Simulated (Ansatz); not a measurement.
# Al₂NH₃: single points off equilibrium

One table from this session's results is given with a row withheld; the runs are named, their logs left out.

Method: single points in def2-TZVPP; program: Ansatz 0.2.0, Gaussian basis.

Correlated methods freeze the cores.

## Where the work starts

6 atoms, charge 0, spin multiplicity 1.

Atoms are counted from 1 here; the program's logs count them from 0.

Bond lengths: N1–Al2 1.969 Å, N1–Al3 1.875 Å, N1–H4 1.108 Å, Al2–Al3 2.541 Å, Al2–H5 1.746 Å, Al3–H6 1.711 Å. Angles: Al2–N1–Al3 82.7°, Al2–N1–H4 137.1°, Al3–N1–H4 139.0°, N1–Al2–Al3 47.1°, N1–Al2–H5 150.6°, Al3–Al2–H5 162.2°, N1–Al3–Al2 50.3°, N1–Al3–H6 153.5°, Al2–Al3–H6 155.9°.

Geometry (Å):

| atom | x (Å) | y (Å) | z (Å) |
| --- | --- | --- | --- |
| N1 | -0.8363 | -0.3555 | -0.2138 |
| Al2 | 0.7377 | 0.4255 | -1.1034 |
| Al3 | 0.1523 | 0.0175 | 1.3351 |
| H4 | -1.7382 | -0.9245 | -0.5128 |
| H5 | 1.5595 | 0.9575 | -2.5497 |
| H6 | 0.4389 | -0.0473 | 3.0210 |

The first run:

run/in.yaml

```yaml
crystal:
  periodic: [false, false, false]
  atoms:
    - {symbol: N, position_ang: [-0.836300, -0.355500, -0.213800]}
    - {symbol: Al, position_ang: [0.737700, 0.425500, -1.103400]}
    - {symbol: Al, position_ang: [0.152300, 0.017500, 1.335100]}
    - {symbol: H, position_ang: [-1.738200, -0.924500, -0.512800]}
    - {symbol: H, position_ang: [1.559500, 0.957500, -2.549700]}
    - {symbol: H, position_ang: [0.438900, -0.047300, 3.021000]}
basis:
  gaussian: {orbitals: def2-TZVPP}
correlation: {method: ccsd_t}
output: {forces: true}
```

No record of the launch command was kept for these runs.

Steps of the session up to this table: CCSD(T)/def2-TZVPP; PBE0-D4/def2-TZVPP; wB97M-V/def2-TZVPP; r2SCAN-D4/def2-TZVPP; PBE-D4/def2-TZVPP; BHLYP-D4/def2-TZVPP; B97M-V/def2-TZVPP.

One of the session's tables, all rows but one given; the rest of the session is left out.

| method | RMS force component (eV/Å) | angle to CCSD(T) forces (°) | dipole (D) |
| --- | --- | --- | --- |
| CCSD(T) | 0.969 | reference | 1.51 |
| PBE0-D4 | ? | ? | ? |
| wB97M-V | 1.009 | 5.3 | 1.34 |
| r2SCAN-D4 | 0.951 | 6.4 | 1.54 |
| PBE-D4 | 0.852 | 4.6 | 1.44 |
| BHLYP-D4 | 1.106 | 8.1 | 1.31 |
| B97M-V | 0.987 | 8.3 | 1.50 |

Q: Estimate the row for PBE0-D4 from the others.

The run gave: RMS force component (eV/Å): 0.990; angle to CCSD(T) forces (°): 6.7; dipole (D): 1.43. In the column «RMS force component (eV/Å)» it lies between B97M-V (0.987) and wB97M-V (1.009).
